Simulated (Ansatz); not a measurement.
**HOF (hypofluorous acid): HF/STO-3G**

What is the vertical singlet–triplet gap of HOF (hypofluorous acid) at HF/STO-3G? 

The results are computed with Ansatz 0.2.0.

48 further runs of the same task are left out: 48 set aside as unsound or not needed.

### Step 1. The system as given

The species is HOF (3 atoms), meant as a singlet with charge 0. SMILES: `OF`. The shape is that of a PBE0-D4/def2-TZVP optimisation.

Bond lengths: O1–F2 1.406 Å, O1–H3 0.969 Å. Angles: F2–O1–H3 99.1°.

### Step 2. A single-point energy at HF/STO-3G

run.yaml

```yaml
crystal:
  periodic: [false, false, false]
  atoms:
    - {symbol: O, position_ang: [0.430590, -0.210340, 0.216330]}
    - {symbol: F, position_ang: [-0.221910, 1.014620, -0.010980]}
    - {symbol: H, position_ang: [-0.208690, -0.804280, -0.205350]}
basis:
  gaussian: {orbitals: STO-3G}
total_charge: 0
hamiltonian: {xc: hf}
accuracy: high
output: {orbitals: {seedname: orbitals}}
```

Started as:

```sh
$ ansatz run run.yaml --threads 1 --pin off --max-ram 3480MiB --events-out events.jsonl --progress --plain --runs-dir runs
```

Log:

```text
Warning: RAYON_NUM_THREADS=1 ignored (pool sized by the plan → 1); use --threads N
Functional definition: HF
  name "HF"
  exchange = exact_x
  correlation = 0
168 factors; integrals over basis functions are off by at most 4.3e-8 eV
mean field evaluation 1: about -4689.7414 eV, gradient 1.0e1 eV
mean field evaluation 2: about -4689.8546 eV, gradient 1.0e1 eV
mean field evaluation 4: about -4690.3973 eV, gradient 5.0e-1 eV
mean field evaluation 8: about -4690.3981 eV, gradient 1.1e-6 eV
mean field -4690.39808955 eV, -172.3689505250 hartree, gradient 2.8e-8 eV, S^2 0.000000; 0 other end points of the search recorded, 0 dependent functions left out
reference -4690.39808955 eV, -172.3689505250 hartree; 9, 9 occupied and 2, 2 virtual orbitals, 168 factors
Total energy: -4690.39808955 eV, -172.3689505250 hartree
```

It took 0.06 s on 1 thread of Arm Neoverse V2, shared host.

### Step 3. The triplet at the same level

input.yaml

```yaml
crystal:
  periodic: [false, false, false]
  atoms:
    - {symbol: O, position_ang: [0.430590, -0.210340, 0.216330]}
    - {symbol: F, position_ang: [-0.221910, 1.014620, -0.010980]}
    - {symbol: H, position_ang: [-0.208690, -0.804280, -0.205350]}
basis:
  gaussian: {orbitals: STO-3G}
total_charge: 0
magnetization: {spin_polarized: true, initial_magnetization: 2}
hamiltonian: {xc: hf}
accuracy: high
output: {orbitals: {seedname: orbitals}}
```

Started as:

```sh
$ ansatz run input.yaml --threads 1 --pin off --max-ram 3480MiB --events-out events.jsonl --progress --plain --runs-dir runs
```

Log:

```text
Warning: RAYON_NUM_THREADS=1 ignored (pool sized by the plan → 1); use --threads N
[... 4 set-up lines as earlier in the session ...]
168 factors; integrals over basis functions are off by at most 4.3e-8 eV
mean field evaluation 1: about -4684.3620 eV, gradient 7.6e0 eV
mean field evaluation 2: about -4684.6385 eV, gradient 7.6e0 eV
mean field evaluation 4: about -4685.3945 eV, gradient 1.3e0 eV
mean field evaluation 8: about -4685.2566 eV, gradient 4.0e-1 eV
mean field evaluation 16: about -4685.6483 eV, gradient 1.7e-4 eV
mean field evaluation 32: about -4683.3178 eV, gradient 7.9e0 eV
mean field evaluation 64: about -4685.1423 eV, gradient 1.1e0 eV
mean field -4685.64834561 eV, -172.1944006548 hartree, gradient 1.3e-8 eV, S^2 2.006318; 6 other end points of the search recorded, 0 dependent functions left out
reference -4685.64834561 eV, -172.1944006548 hartree; 10, 8 occupied and 1, 3 virtual orbitals, 168 factors
Total energy: -4685.64834561 eV, -172.1944006548 hartree
```

Run time: 0.08 s. Hardware: 1 thread of Arm Neoverse V2, shared host.

### Step 4. Summary of results

At HF/STO-3G:

| quantity | value |
| --- | --- |
| singlet: total energy | -172.36895 Eh |
| singlet: HOMO energy | -10.69 eV |
| singlet: LUMO energy | 11.78 eV |
| singlet: HOMO–LUMO gap | 22.47 eV |
| triplet: total energy | -172.19440 Eh |
| triplet: HOMO energy (highest over α and β) | -5.24 eV |
| triplet: LUMO energy (lowest over α and β) | 7.83 eV |
| triplet: ⟨S²⟩ | 2.006 |
| vertical energy of the triplet above the singlet | 4.750 eV |

In words: At this shape the triplet lies 4.75 eV (110 kcal/mol) above the singlet. In a minimal basis such a difference can be off by several eV, whatever the method.
